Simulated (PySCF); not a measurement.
Gas-phase reaction: AlCl₃ + 2 H = AlH₂Cl + 2 Cl

Energies from PySCF, thermal terms from the rigid-rotor harmonic-oscillator model, ideal gas at 1 bar. † marks an energy on the PBE0/def2-TZVP geometry and frequencies; other levels use their own. CCSD(T) freezes the core. 6-31G* has spherical d functions here. Open shells (unrestricted): H (multiplicity 2), Cl (multiplicity 2); the rest are closed-shell singlets. Spin-orbit splitting is ignored; it lowers the true energy and changes the entropy of Cl. AlH₂Cl: computed as isolated molecules; such fragments, hydroxides, amides, oligomers or adducts are transient or little studied in the gas. CCSD(T) isn't extrapolated to the basis-set limit.

```
level                ΔH°(298 K), kJ
-------------------  --------------
BLYP/def2-TZVP†          (withheld)
CCSD(T)/def2-TZVPP†             261
HF/6-31G*                (withheld)
M06-2X/def2-TZVP†               297
PBE/def2-TZVP†           (withheld)
PBE0/def2-SVP†                  290
```

Problem. Fill in the missing entries.

Solution. 
- BLYP/def2-TZVP†, ΔH°(298 K), kJ: 239
- HF/6-31G*, ΔH°(298 K), kJ: 204
- PBE/def2-TZVP†, ΔH°(298 K), kJ: 300
